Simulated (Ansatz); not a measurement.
## Structure optimisation: oxygen, O2 molecule

Theory: DFT, PBEsol, plane waves (420 eV) with PAW, scalar-relativistic (Ansatz). The PAW files were generated under PBE, with cores re-solved for the functional.

k-point mesh 1×1×1, Fermi-Dirac smearing 0.01 eV, starting moments 1.00 ×2 μB. The box is fixed.

Starting structure:

```yaml
crystal:
  lattice:
    - [12.0, 0.0, 0.0]
    - [0.0, 12.3, 0.0]
    - [0.0, 0.0, 12.6]
  atoms:
    - { symbol: O, position: [0.5, 0.5, 0.4515873016], spin: 1.0 }
    - { symbol: O, position: [0.5, 0.5, 0.5484126984], spin: 1.0 }
hamiltonian:
  xc: pbesol
  pseudopotentials:
    kind: paw
    azcp:
      O: "pseudopotentials/O.paw.azcp"
basis:
  ecutwfc: 420
  fft_grid_basis: typed
kpoints:
  mp_grid: { grid: [1, 1, 1], shift: [0, 0, 0] }
magnetization:
  spin_polarized: true
scf:
  occupations: { method: fermi_dirac, width: 0.01 }
relax:
  max_steps: 60
  f_tol: 0.01
```

Question: What is the relaxed bond length?

Answer: 1.210 Å (start 1.220 Å).

Question: Which magnetic state does it end in?

Answer: triplet; moments 0.55 ×2 μB.
